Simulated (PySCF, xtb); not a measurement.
C₄H₄S, SMILES c1ccsc1.

Harmonic wavenumbers (cm⁻¹) from GFN2-xTB in xtb 6.7.1 at its own minimum, in rising order: 404, 531, 589, 740, 747, 750, 830, 836, 851, 865, 1068, 1082, 1084, 1200, 1346, 1445, 1546, 3126, 3135, 3165, 3166.

What does PySCF with PBE0-D3(BJ)/def2-SVP give at its own minimum? (Estimate from the structure and the level; the computed values follow.)

467, 586, 625, 699, 730, 774, 866, 887, 895, 938, 1066, 1088, 1091, 1267, 1407, 1492, 1586, 3235, 3248, 3277, 3280. Paired by order, the mean absolute difference is 53 cm⁻¹ and the zero-point energies are 40.8 and 42.2 kcal/mol.
